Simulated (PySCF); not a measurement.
**AlO2: relaxation and vibrations of the doublet**

The task is one start of a wider search on AlO2: the doublet, from a side-on start. It is relaxed, tested by its Hessian and followed downhill if it is a saddle.

Computed with PySCF 2.14.0. Level: PBE0, basis Al def2-TZVP, O def2-TZVP, no relativity, density fitting.

## (1) Where the work starts

3 atoms, charge 0, spin multiplicity 2.

Bond lengths: Al1–O2 1.947 Å, Al1–O3 1.947 Å, O2–O3 1.440 Å. Angles: O2–Al1–O3 43.4°, Al1–O2–O3 68.3°, Al1–O3–O2 68.3°.

Coordinates in bohr (charge 0 multiplicity 2):
```
Al    0.0000    0.0000    0.0000
O     1.3606    0.0000    3.4179
O    -1.3606    0.0000    3.4179
```

## (2) The SCF at the typed geometry

The steps below are one call of a driver around PySCF. For each, scf.py gives the equivalent set-up of the SCF; relaxations use the driver's own optimiser. After this first run the driver tries any further starts and a stability analysis.

scf.py reads:

```python
from pyscf import gto, scf, dft
mol = gto.M(atom='''
Al     0.000000     0.000000     0.000000
O      0.720000     0.000000     1.808700
O     -0.720000     0.000000     1.808700''',
    basis={'Al': 'def2-TZVP', 'O': 'def2-TZVP'},
    charge=0, spin=1)
mf = dft.UKS(mol, xc='PBE0')
mf.grids.atom_grid = (50, 194)
aux = {'Al': 'def2-universal-JKFIT', 'O': 'def2-universal-JKFIT'}
mf = mf.density_fit(auxbasis=aux)
mf.conv_tol = 1e-08
mf.diis_space = 10
mf.max_cycle = 60
mf.init_guess = 'minao'
mf.verbose = 4
mf.kernel()
```

On the command line:

```
> OMP_NUM_THREADS=2 python axn.py task.json out
```

Standard output:

```text
init E= -392.608396330852
[... the frontier-level lines of each cycle are left out ...]
cycle= 1 E= -392.32779935441  delta_E= 0.281  |g|= 0.579  |ddm|= 1.28
cycle= 2 E= -388.669380031063  delta_E= 3.66  |g|= 2.41  |ddm|=    2
cycle= 3 E= -392.499260129443  delta_E= -3.83  |g|= 0.388  |ddm|= 1.49
cycle= 4 E= -392.553101780312  delta_E= -0.0538  |g|= 0.195  |ddm|= 0.156
cycle= 5 E= -392.574954910663  delta_E= -0.0219  |g|= 0.0418  |ddm|= 0.161
cycle= 6 E= -392.575893999175  delta_E= -0.000939  |g|= 0.00527  |ddm|= 0.0442
cycle= 7 E= -392.575909555287  delta_E= -1.56e-05  |g|= 0.00168  |ddm|= 0.00634
cycle= 8 E= -392.575911570959  delta_E= -2.02e-06  |g|= 0.00036  |ddm|= 0.00181
cycle= 9 E= -392.575911743864  delta_E= -1.73e-07  |g|= 0.000142  |ddm|= 0.000799
cycle= 10 E= -392.575911764168  delta_E= -2.03e-08  |g|= 5.84e-05  |ddm|= 0.000233
cycle= 11 E= -392.5759117687  delta_E= -4.53e-09  |g|= 9.86e-06  |ddm|= 0.000134
Extra cycle  E= -392.575911768845  delta_E= -1.45e-10  |g|= 9.86e-06  |ddm|= 2.38e-05
converged SCF energy = -392.575911768845  <S^2> = 0.75977905  2S+1 = 2.0097553
```

This step, with its further starts and checks, ran for 8.5 s (2 threads of Intel Xeon 6975P-C (Granite Rapids), shared host).

Energies from each starting density:

| start | energy (Eh) |
| --- | --- |
| the minimal-basis guess | -392.575912 |
| a thermally smeared density | -392.575912 |
| a smeared PBE density | -392.575912 |

The test of internal stability and the other starts found no lower solution of this spin.

## (3) Relaxing the doublet from the side-on start

The program finds C2v symmetry in the start, which this walk keeps.

scf.py: that of step 2 with these lines changed.

```diff
@@ -3,3 +3,3 @@
-Al     0.000000     0.000000     0.000000
-O      0.720000     0.000000     1.808700
-O     -0.720000     0.000000     1.808700''',
+Al     0.000000     0.000000    -0.981154
+O      0.720000     0.000000     0.827546
+O     -0.720000     0.000000     0.827546''',
@@ -15 +14,0 @@
-mf.init_guess = 'minao'
```

The optimiser's trace:

| step | energy (Eh) | change (kJ/mol) | largest symmetric gradient (Eh/bohr) |
| --- | --- | --- | --- |
| 0 | -392.575912 | 0.00 | 0.07276 |
| 1 | -392.582898 | -18.34 | 0.04321 |
| 2 | -392.584449 | -22.42 | 0.01310 |
| 3 | -392.584643 | -22.92 | 0.00190 |
| 4 | -392.584649 | -22.94 | 0.00040 |
| 5 | -392.584650 | -22.94 | 0.00013 |

The walk took 6 s.

Geometry (Å) and forces (eV/Å) at some steps:

```
step 0
Al   0.000   0.000  -0.981   0.000   0.000   0.318
O    0.720   0.000   0.828  -3.742   0.000  -0.159
O   -0.720   0.000   0.828   3.742   0.000  -0.159
step 1
Al   0.000   0.000  -0.991   0.000   0.000   0.124
O    0.641   0.000   0.833   2.222   0.000  -0.062
O   -0.641   0.000   0.833  -2.222   0.000  -0.062
step 3
Al   0.000   0.000  -0.982   0.000   0.000   0.055
O    0.664   0.000   0.828  -0.098   0.000  -0.028
O   -0.664   0.000   0.828   0.098   0.000  -0.028
step 5
Al   0.000   0.000  -0.981   0.000   0.000   0.007
O    0.663   0.000   0.827   0.006   0.000  -0.003
O   -0.663   0.000   0.827  -0.006   0.000  -0.003
```

It settles in C2v symmetry, 22.9 kJ/mol below the start, after 5 steps: Al–O 1.926 Å (×2), O–O 1.326 Å; Al–O–O 69.9° (×2), O–Al–O 40.3°.

## (4) Frequencies

On the finer grid the gradient is checked again; gradients at displacements of ±0.02 bohr then give force constants and infrared intensities.

scf.py: that of step 3 with these lines changed.

```diff
@@ -3,3 +3,3 @@
-Al     0.000000     0.000000    -0.981154
-O      0.720000     0.000000     0.827546
-O     -0.720000     0.000000     0.827546''',
+Al     0.000000     0.000000    -0.980013
+O      0.663074     0.000000     0.826812
+O     -0.663074     0.000000     0.826812''',
@@ -9 +9 @@
-mf.grids.atom_grid = (50, 194)
+mf.grids.atom_grid = (75, 302)
@@ -12 +12 @@
-mf.conv_tol = 1e-08
+mf.conv_tol = 1e-10
```

This SCF starts from the last density.

SCF at the final geometry:

```text
init E= -392.584626455321
[... the frontier-level lines of each cycle are left out ...]
cycle= 1 E= -392.584626455315  delta_E= 5.8e-12  |g|= 4.75e-06  |ddm|= 2.83e-06
Extra cycle  E= -392.584626455273  delta_E= 4.14e-11  |g|= 1.2e-05  |ddm|= 6.94e-06
converged SCF energy = -392.584626455273  <S^2> = 0.75807985  2S+1 = 2.0080636
```

The whole step took 23 s.

Geometry: C2v; Al–O 1.925 Å (×2), O–O 1.326 Å; Al–O–O 69.8° (×2), O–Al–O 40.3°.

Modes, for the most abundant isotopes:

| symmetry | ω (cm⁻¹) | IR (km/mol) |
| --- | --- | --- |
| b2 | 375 | 7.7 |
| a1 | 536 | 125 |
| a1 | 1244 | 1.9 |

Every mode is real; the point is a minimum.

Constants and moments:

| Property | Result |
| --- | --- |
| Dipole moment | 0.94 D |
| Highest occupied level | -7.00 eV |
| Lowest empty level | -3.53 eV |
| Rotational constants | 1.199, 0.3528, 0.2726 cm⁻¹ |
| Zero-point energy | 12.9 kJ/mol |
| Principal polarisabilities | 42.9, 43.4, 45.1 bohr³ |
| Atomisation energy without zero-point energy | 784 kJ/mol |
| Principal traceless quadrupole moments about the centre of mass | -4.55, 1.15, 3.39 D Å |
| Entropy at 298.15 K and 1 bar (electronic part: spin only) | 259.4 J/(mol K) |
| Heat capacity Cp at 298.15 K | 45.3 J/(mol K) |
| Enthalpy at 298.15 K above 0 K | 11.35 kJ/mol |
| Rotational symmetry number | 2 |
| Spin squared ⟨S²⟩ | 0.758 |

Populations by atom (charges in e):

```csv
atom,Mulliken,Löwdin,polar tensor,spin (Mulliken),Mayer order to Al1
Al1,0.26,-0.05,0.58,-0.04,–
"O2,3",-0.13,0.02,-0.29,0.52,0.57
```

Mulliken populations on Al1: s 5.92, p 6.60, d 0.17, f 0.05.

## (5) Outcome

| quantity | value |
| --- | --- |
| minimum | doublet, C2v |
| geometry | Al–O 1.925 Å (×2), O–O 1.326 Å; Al–O–O 69.8° (×2), O–Al–O 40.3° |
| wavenumbers (cm⁻¹) | 375 (b2), 536 (a1), 1244 (a1) |
| dipole moment | 0.94 D |
| highest occupied, lowest empty level (either spin) | -7.00, -3.53 eV |
| polar-tensor charge of Al1 | +0.58 e |
| zero-point energy | 12.9 kJ/mol |
| entropy at 298.15 K | 259.4 J/(mol K) |
| atomisation energy (no zero-point energy) | 784 kJ/mol |
| ⟨S²⟩ | 0.758 |

What this shows: The molecule stays C2v, as typed, and the end point is a minimum. In the infrared the band at 536 cm⁻¹ (a1) leads. Other starts or spin states, not run here, may lie lower.

The search up to here took 38 s.
